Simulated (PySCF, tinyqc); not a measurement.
FCI on RHF in the sto-6g basis, frozen core, for LiH, spin multiplicity 1, step by step. The lowest restricted solution is unstable here: a spin-polarised one lies 0.0295 hartree lower (PySCF). Computed by tinyqc, a small Python program that keeps every step (integrals from PySCF). Settings: charge = 0, multiplicity = 1, basis = sto-6g, method = RHF, frozen orbitals = 1, energy threshold = 1e-10, iteration cap = 84, orthogonalisation = canonical, start = atomic densities, DIIS depth = 6, ci = FCI. Command: `OMP_NUM_THREADS=1 python tinyqc.py 25189 25190 out.jsonl` (the two numbers bound the seeds that draw the settings). One thread of a shared host (Intel(R) Xeon(R) Processor @ 2.60GHz), about 0.2 s of CPU time with the checks. The early iterations of the SCF are left out here.

## One-electron integrals

Geometry (angstrom):
```
atom         x         y         z
Li    0.000000  0.000000  0.000000
H     0.000000  0.000000  2.525000
```

Basis sto-6g: exponents (1/bohr^2) and contraction coefficients of normalised primitives:
```
element  l (shell)    exponent  coefficient
Li           s (1)  167.175846     0.009164
Li           s (1)   30.651508     0.049361
Li           s (1)    8.575187     0.168538
Li           s (1)    2.945808     0.370563
Li           s (1)    1.143944     0.416492
Li           s (1)    0.471139     0.130334
Li           s (2)    6.597564    -0.013253
Li           s (2)    1.305830    -0.046992
Li           s (2)    0.405851    -0.033785
Li           s (2)    0.156146     0.250242
Li           s (2)    0.067814     0.595117
Li           s (2)    0.031084     0.240706
Li           p (3)    6.597564     0.003760
Li           p (3)    1.305830     0.037679
Li           p (3)    0.405851     0.173897
Li           p (3)    0.156146     0.418036
Li           p (3)    0.067814     0.425860
Li           p (3)    0.031084     0.101708
H            s (1)   35.523221     0.009164
H            s (1)    6.513144     0.049361
H            s (1)    1.822143     0.168538
H            s (1)    0.625955     0.370563
H            s (1)    0.243077     0.416492
H            s (1)    0.100112     0.130334
```

Overlap, kinetic and nuclear-attraction integrals over the contracted functions; the nuclear repulsion is the sum of Za Zb / Rab.

nuclear repulsion = 0.62872540 hartree

overlap S, order 1Li 1s, 1Li 2s, 1Li 2px, 1Li 2py, 1Li 2pz, 2H 1s:
```
[[1.000000, 0.235742, 0.000000, 0.000000, 0.000000, 0.008834],
 [0.235742, 1.000000, 0.000000, 0.000000, 0.000000, 0.195913],
 [0.000000, 0.000000, 1.000000, 0.000000, 0.000000, 0.000000],
 [0.000000, 0.000000, 0.000000, 1.000000, 0.000000, 0.000000],
 [0.000000, 0.000000, 0.000000, 0.000000, 1.000000, 0.291016],
 [0.008834, 0.195913, 0.000000, 0.000000, 0.291016, 1.000000]]
```

kinetic energy T (hartree), order 1Li 1s, 1Li 2s, 1Li 2px, 1Li 2py, 1Li 2pz, 2H 1s:
```
[[3.616742, -0.110723, 0.000000, 0.000000, 0.000000, -0.004046],
 [-0.110723, 0.106524, 0.000000, 0.000000, 0.000000, 0.003748],
 [0.000000, 0.000000, 0.320007, 0.000000, 0.000000, 0.000000],
 [0.000000, 0.000000, 0.000000, 0.320007, 0.000000, 0.000000],
 [0.000000, 0.000000, 0.000000, 0.000000, 0.320007, 0.025148],
 [-0.004046, 0.003748, 0.000000, 0.000000, 0.025148, 0.768522]]
```

nuclear attraction V (hartree), order 1Li 1s, 1Li 2s, 1Li 2px, 1Li 2py, 1Li 2pz, 2H 1s:
```
[[-8.276719, -0.877767, 0.000000, 0.000000, -0.006836, -0.033578],
 [-0.877767, -1.405583, 0.000000, 0.000000, -0.071985, -0.281429],
 [0.000000, 0.000000, -1.388480, 0.000000, 0.000000, 0.000000],
 [0.000000, 0.000000, 0.000000, -1.388480, 0.000000, 0.000000],
 [-0.006836, -0.071985, 0.000000, 0.000000, -1.439633, -0.422494],
 [-0.033578, -0.281429, 0.000000, 0.000000, -0.422494, -1.868255]]
```

core Hamiltonian H = T + V (hartree), order 1Li 1s, 1Li 2s, 1Li 2px, 1Li 2py, 1Li 2pz, 2H 1s:
```
[[-4.659977, -0.988490, 0.000000, 0.000000, -0.006836, -0.037623],
 [-0.988490, -1.299060, 0.000000, 0.000000, -0.071985, -0.277681],
 [0.000000, 0.000000, -1.068472, 0.000000, 0.000000, 0.000000],
 [0.000000, 0.000000, 0.000000, -1.068472, 0.000000, 0.000000],
 [-0.006836, -0.071985, 0.000000, 0.000000, -1.119625, -0.397346],
 [-0.037623, -0.277681, 0.000000, 0.000000, -0.397346, -1.099733]]
```

## Two-electron integrals

Functions are numbered as in S; the eight-fold symmetry (ij|kl) = (ji|kl) = (kl|ij) leaves the list below.

Two-electron integrals (ij|kl) in chemists' order, unique and non-zero (hartree):
```
(11|11) 1.681247   (21|11) 0.242603   (21|21) 0.044507   (22|11) 0.397190
(22|21) 0.090279   (22|22) 0.290625   (31|31) 0.009437   (32|31) 0.014261
(32|32) 0.064236   (33|11) 0.397190   (33|21) 0.090279   (33|22) 0.290625
(33|33) 0.313125   (41|41) 0.009437   (42|41) 0.014261   (42|42) 0.064236
(43|43) 0.016875   (44|11) 0.397190   (44|21) 0.090279   (44|22) 0.290625
(44|33) 0.279374   (44|44) 0.313125   (51|51) 0.009437   (52|51) 0.014261
(52|52) 0.064236   (53|53) 0.016875   (54|54) 0.016875   (55|11) 0.397190
(55|21) 0.090279   (55|22) 0.290625   (55|33) 0.279374   (55|44) 0.279374
(55|55) 0.313125   (61|11) 0.008736   (61|21) 0.001586   (61|22) 0.003319
(61|33) 0.003270   (61|44) 0.003270   (61|51) 0.000213   (61|52) 0.000460
(61|55) 0.003417   (61|61) 0.000063   (62|11) 0.052201   (62|21) 0.012191
(62|22) 0.046228   (62|33) 0.043530   (62|44) 0.043530   (62|51) 0.001845
(62|52) 0.014405   (62|55) 0.051624   (62|61) 0.000542   (62|62) 0.016743
(63|31) 0.000619   (63|32) 0.003634   (63|53) 0.001694   (63|63) 0.000709
(64|41) 0.000619   (64|42) 0.003634   (64|54) 0.001694   (64|64) 0.000709
(65|11) 0.073894   (65|21) 0.017340   (65|22) 0.067158   (65|33) 0.062666
(65|44) 0.062666   (65|51) 0.002883   (65|52) 0.022579   (65|55) 0.076142
(65|61) 0.000787   (65|62) 0.026003   (65|65) 0.040553   (66|11) 0.209559
(66|21) 0.049393   (66|22) 0.203689   (66|33) 0.188334   (66|44) 0.188334
(66|51) 0.006819   (66|52) 0.068878   (66|55) 0.234400   (66|61) 0.002210
(66|62) 0.101346   (66|65) 0.160942   (66|66) 0.774999
```

## Orthogonalisation

S = U s U^T; canonical form X = U s^(-1/2), so that X^T S X = 1. Each column of U has its largest component positive (the first on a tie).

eigenvalues of S: [0.620718, 0.817196, 1.000000, 1.000000, 1.175674, 1.386413]

X, order 1Li 1s, 1Li 2s, 1Li 2px, 1Li 2py, 1Li 2pz, 2H 1s:
```
[[0.390011, 0.707275, 0.000000, 0.000000, 0.573281, 0.282193],
 [-0.657606, -0.535274, 0.000000, 0.000000, 0.438328, 0.442565],
 [0.000000, 0.000000, 0.937538, 0.347882, 0.000000, 0.000000],
 [0.000000, 0.000000, -0.347882, 0.937538, 0.000000, 0.000000],
 [-0.616746, 0.559743, 0.000000, 0.000000, -0.491643, 0.401669],
 [0.803809, -0.351608, 0.000000, 0.000000, -0.296784, 0.533339]]
```

Within a degenerate level the vectors are fixed only up to a rotation; this is one choice.

## Iteration 9 (converged): orbitals

converged F (hartree), order 1Li 1s, 1Li 2s, 1Li 2px, 1Li 2py, 1Li 2pz, 2H 1s:
```
[[-2.415358, -0.622042, 0.000000, 0.000000, 0.012471, -0.023892],
 [-0.622042, -0.186303, 0.000000, 0.000000, -0.043726, -0.162442],
 [0.000000, 0.000000, 0.154121, 0.000000, 0.000000, 0.000000],
 [0.000000, 0.000000, 0.000000, 0.154121, 0.000000, 0.000000],
 [0.012471, -0.043726, 0.000000, 0.000000, 0.081488, -0.163595],
 [-0.023892, -0.162442, 0.000000, 0.000000, -0.163595, -0.061422]]
```

Diagonalise F' = X^T F X, C = X C', fill 2 alpha and 2 beta electrons from the bottom; D = 2 C_occ C_occ^T. Each column has its largest component positive (the first on a tie).

F' = X^T F X (hartree):
```
[[0.139908, -0.411553, 0.000000, 0.000000, -0.390403, -0.237006],
 [-0.411553, -0.721495, 0.000000, 0.000000, -0.981048, -0.465494],
 [0.000000, 0.000000, 0.154121, 0.000000, 0.000000, 0.000000],
 [0.000000, 0.000000, 0.000000, 0.154121, 0.000000, 0.000000],
 [-0.390403, -0.981048, 0.000000, 0.000000, -1.113469, -0.624608],
 [-0.237006, -0.465494, 0.000000, 0.000000, -0.624608, -0.555216]]
```

orbital energies (hartree): [-2.416641, -0.207243, 0.064767, 0.154121, 0.154121, 0.308844]

coefficients C, order 1Li 1s, 1Li 2s, 1Li 2px, 1Li 2py, 1Li 2pz, 2H 1s:
```
[[0.994230, -0.139737, -0.206725, 0.000000, 0.000000, -0.099374],
 [0.023388, 0.520669, 0.803352, 0.000000, 0.000000, 0.435822],
 [0.000000, 0.000000, 0.000000, 0.899275, -0.437384, 0.000000],
 [0.000000, 0.000000, 0.000000, 0.437384, 0.899275, 0.000000],
 [-0.004333, 0.311999, -0.564689, 0.000000, 0.000000, 0.824926],
 [-0.001022, 0.634892, -0.258424, 0.000000, 0.000000, -0.819997]]
```

D after iteration 9, order 1Li 1s, 1Li 2s, 1Li 2px, 1Li 2py, 1Li 2pz, 2H 1s:
```
[[2.016041, -0.099006, 0.000000, 0.000000, -0.095812, -0.179468],
 [-0.099006, 0.543286, 0.000000, 0.000000, 0.324693, 0.661089],
 [0.000000, 0.000000, 0.000000, 0.000000, 0.000000, 0.000000],
 [0.000000, 0.000000, 0.000000, 0.000000, 0.000000, 0.000000],
 [-0.095812, 0.324693, 0.000000, 0.000000, 0.194724, 0.396180],
 [-0.179468, 0.661089, 0.000000, 0.000000, 0.396180, 0.806179]]
```

Within a degenerate level the vectors are fixed only up to a rotation; this is one choice.

## Convergence

Stop when the energy changes by less than 1e-10 hartree and every element of the error matrix X^T (F D S - S D F) X is below 3e-06.

Course of the cycle:
```
iteration  E (hartree)     change  largest element of the error matrix
1          -7.70319242          -                             5.14e-02
2          -7.84010971  -1.37e-01                             1.05e-01
3          -7.84772944  -7.62e-03                             7.51e-02
4          -7.85641568  -8.69e-03                             6.19e-03
5          -7.85676360  -3.48e-04                             2.85e-03
6          -7.85678230  -1.87e-05                             5.79e-04
7          -7.85678275  -4.51e-07                             4.61e-05
8          -7.85678275  -3.56e-09                             2.94e-07
9          -7.85678275  -2.74e-13                             3.98e-08
```

PySCF RHF in the same basis = -7.85678275 hartree

Converged in 9 iterations.

## Integrals over molecular orbitals

(pq|rs) = sum C_ip C_jq C_kr C_ls (ij|kl), one index at a time.

one-electron integrals over orbitals h = C^T H C (hartree):
```
[[-4.652905, 0.096349, 0.161518, 0.000000, 0.000000, 0.052403],
 [0.096349, -1.208720, -0.006100, 0.000000, 0.000000, -0.070152],
 [0.161518, -0.006100, -1.080642, 0.000000, 0.000000, -0.015711],
 [0.000000, 0.000000, 0.000000, -1.068472, 0.000000, 0.000000],
 [0.000000, 0.000000, 0.000000, 0.000000, -1.068472, 0.000000],
 [0.052403, -0.070152, -0.015711, 0.000000, 0.000000, -1.029246]]
```

Two-electron integrals over orbitals (pq|rs), unique and non-zero (hartree); the lowest 1 orbital is frozen and left out:
```
(22|22) 0.430807    (32|22) -0.068857   (32|32) 0.031284    (33|22) 0.211078
(33|32) 0.018259    (33|33) 0.318976    (42|42) 0.020416    (43|42) 0.021477
(43|43) 0.041603    (44|22) 0.229542    (44|32) 0.021578    (44|33) 0.276777
(44|44) 0.313125    (52|52) 0.020416    (53|52) 0.021477    (53|53) 0.041603
(54|54) 0.016875    (55|22) 0.229542    (55|32) 0.021578    (55|33) 0.276777
(55|44) 0.279374    (55|55) 0.313125    (62|22) -0.104047   (62|32) 0.055049
(62|33) 0.016092    (62|44) 0.045567    (62|55) 0.045567    (62|62) 0.133721
(63|22) 0.066109    (63|32) -0.026154   (63|33) -0.037466   (63|44) -0.012941
(63|55) -0.012941   (63|62) -0.045276   (63|63) 0.038425    (64|42) 0.017015
(64|43) 0.010291    (64|64) 0.018231    (65|52) 0.017015    (65|53) 0.010291
(65|65) 0.018231    (66|22) 0.395197    (66|32) -0.049829   (66|33) 0.240066
(66|44) 0.252695    (66|55) 0.252695    (66|62) -0.072940   (66|63) 0.046303
(66|66) 0.385327
```

## FCI: determinants and Hamiltonian

one-electron integrals dressed by the frozen orbital, h + 2 (pq|11) - (p1|1q) (hartree), order 2, 3, 4, 5, 6:
```
[[-0.638050, 0.068857, 0.000000, 0.000000, 0.104047],
 [0.068857, -0.326106, 0.000000, 0.000000, -0.077168],
 [0.000000, 0.000000, -0.284547, 0.000000, 0.000000],
 [0.000000, 0.000000, 0.000000, -0.284547, 0.000000],
 [0.104047, -0.077168, 0.000000, 0.000000, -0.347829]]
```

energy of the frozen orbital, 2 h_11 + (11|11) = -7.64021585 hartree

Hartree-Fock energy = -7.85678275 hartree

Slater-Condon rules over spin orbitals, with the nuclear repulsion and the energy of the frozen orbital added and E(HF) subtracted on the diagonal. Only determinants linked to the reference directly or through others are kept (one block of an abelian symmetry group), so some states are absent.

Occupation strings over the orbitals (2 doubly, a alpha, b beta, 0 empty; spin orbitals ordered 1a 1b 2a 2b ...): 220000 2ab000 2a000b 2ba000 2b000a 202000 20a00b 200200 200020 20b00a 200002

H - E(HF) between determinants (hartree), order 220000, 2ab000, 2a000b, 2ba000, 2b000a, 202000, 20a00b, 200200, 200020, 20b00a, 200002:
```
[[0.000000, 0.000000, 0.000000, 0.000000, 0.000000, 0.031284, 0.055049, 0.020416, 0.020416, -0.055049, 0.133721],
 [0.000000, 0.092215, -0.011059, -0.031284, -0.055049, 0.087116, -0.026154, 0.021477, 0.021477, -0.120139, -0.045276],
 [0.000000, -0.011059, 0.254611, -0.055049, -0.133721, -0.026154, 0.019028, 0.017015, 0.017015, 0.045276, 0.031107],
 [0.000000, -0.031284, -0.055049, 0.092215, -0.011059, -0.087116, -0.120139, -0.021477, -0.021477, -0.026154, 0.045276],
 [0.000000, -0.055049, -0.133721, -0.011059, 0.254611, 0.026154, 0.045276, -0.017015, -0.017015, 0.019028, -0.031107],
 [0.031284, 0.087116, -0.026154, -0.087116, 0.026154, 0.512056, -0.114634, 0.041603, 0.041603, 0.114634, 0.038425],
 [0.055049, -0.026154, 0.019028, -0.120139, 0.045276, -0.114634, 0.411424, 0.010291, 0.010291, -0.038425, -0.030865],
 [0.020416, 0.021477, 0.017015, -0.021477, -0.017015, 0.041603, 0.010291, 0.589322, 0.016875, -0.010291, 0.018231],
 [0.020416, 0.021477, 0.017015, -0.021477, -0.017015, 0.041603, 0.010291, 0.016875, 0.589322, -0.010291, 0.018231],
 [-0.055049, -0.120139, 0.045276, -0.026154, 0.019028, 0.114634, -0.038425, -0.010291, -0.010291, 0.411424, 0.030865],
 [0.133721, -0.045276, 0.031107, 0.045276, -0.031107, 0.038425, -0.030865, 0.018231, 0.018231, 0.030865, 0.534961]]
```

## FCI: roots

Diagonalise (each vector has its largest component positive (the first on a tie)); all determinants have Ms = 0, so triplets appear too. The lowest singlet root is the correlation energy.

lowest roots of this matrix, relative to E(HF) (hartree): [-0.053841, -0.009446, 0.026001, 0.111865, 0.363126, 0.409699, 0.452400, 0.563181]

lowest vectors, order 220000, 2ab000, 2a000b, 2ba000, 2b000a, 202000, 20a00b, 200200, 200020, 20b00a, 200002:
```
[[0.927095, 0.000000, -0.223381, 0.000000],
 [0.112760, 0.638700, 0.600207, -0.146714],
 [-0.014066, 0.221823, -0.123889, 0.648086],
 [-0.112760, 0.638700, -0.600207, -0.146714],
 [0.014066, 0.221823, 0.123889, 0.648086],
 [-0.138765, 0.000000, -0.313844, 0.000000],
 [-0.166232, 0.207018, -0.183046, -0.241785],
 [-0.015859, 0.000000, -0.006048, 0.000000],
 [-0.015859, 0.000000, -0.006048, 0.000000],
 [0.166232, 0.207018, 0.183046, -0.241785],
 [-0.199111, 0.000000, 0.182547, 0.000000]]
```

<S^2> of these roots: [0.000000, 2.000000, 0.000000, 2.000000, 0.000000, 0.000000, 2.000000, 0.000000]

weight of the ground state by excitation level 0, 1, 2, ...: [0.859505, 0.025825, 0.114670]

The reference has a weight of only 0.86: one determinant is a poor start here. A root of higher spin lies below E(HF).
